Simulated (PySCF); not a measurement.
First SCF of a structure search on doublet BN2, at a hand-made end-on geometry. PySCF input:

```python
from pyscf import gto, scf, dft
mol = gto.M(atom='''
B      0.000000     0.000000     0.000000
N      0.000000     0.000000     1.606800
N      1.044000     0.000000     2.206800''',
    basis={'B': 'def2-TZVP', 'N': 'def2-TZVP'},
    charge=0, spin=1)
mf = dft.UKS(mol, xc='PBE0')
mf.grids.atom_grid = (50, 194)
aux = {'B': 'def2-universal-JKFIT', 'N': 'def2-universal-JKFIT'}
mf = mf.density_fit(auxbasis=aux)
mf.conv_tol = 1e-08
mf.diis_space = 10
mf.max_cycle = 60
mf.init_guess = 'minao'
mf.verbose = 4
mf.kernel()
```

Excerpt of the output (cycles alone):

```
init E= -134.188492721788
cycle= 1 E= -134.045965874415  delta_E= 0.143  |g|= 0.142  |ddm|= 1.08
cycle= 2 E= -134.04913699437  delta_E= -0.00317  |g|= 0.14  |ddm|= 0.209
cycle= 3 E= -134.055115145257  delta_E= -0.00598  |g|= 0.0812  |ddm|= 0.109
cycle= 4 E= -134.057645892612  delta_E= -0.00253  |g|= 0.0253  |ddm|= 0.0453
cycle= 5 E= -134.057811805071  delta_E= -0.000166  |g|= 0.0182  |ddm|= 0.0298
cycle= 6 E= -134.058066734781  delta_E= -0.000255  |g|= 0.00434  |ddm|= 0.0186
cycle= 7 E= -134.058112663454  delta_E= -4.59e-05  |g|= 0.00225  |ddm|= 0.00909
cycle= 8 E= -134.058138790062  delta_E= -2.61e-05  |g|= 0.00124  |ddm|= 0.0091
cycle= 9 E= -134.058149732717  delta_E= -1.09e-05  |g|= 0.000752  |ddm|= 0.00663
cycle= 10 E= -134.05815520499  delta_E= -5.47e-06  |g|= 0.000371  |ddm|= 0.00601
cycle= 11 E= -134.058156756934  delta_E= -1.55e-06  |g|= 0.000277  |ddm|= 0.00271
cycle= 12 E= -134.058157597307  delta_E= -8.4e-07  |g|= 0.000218  |ddm|= 0.00176
cycle= 13 E= -134.058158759924  delta_E= -1.16e-06  |g|= 0.000113  |ddm|= 0.00382
cycle= 14 E= -134.058158991885  delta_E= -2.32e-07  |g|= 4.41e-05  |ddm|= 0.00216
cycle= 15 E= -134.058159001724  delta_E= -9.84e-09  |g|= 1.49e-05  |ddm|= 0.000395
Extra cycle  E= -134.058159002458  delta_E= -7.34e-10  |g|= 1.33e-05  |ddm|= 4.43e-05
converged SCF energy = -134.058159002458  <S^2> = 0.77031754  2S+1 = 2.0202154
```

This is not the lowest solution: all starts ended here, but a stability analysis within the same unrestricted form found one 1.9 kJ/mol lower, at -134.05887 Eh.

The search for the lowest solution, 3 starts and the stability check together, took 13 s on 2 threads of a shared Arm Neoverse V1 host, with 93 basis functions; the process peaked at 0.37 GiB. Launch command: `OMP_NUM_THREADS=2 python axn.py task.json out`.
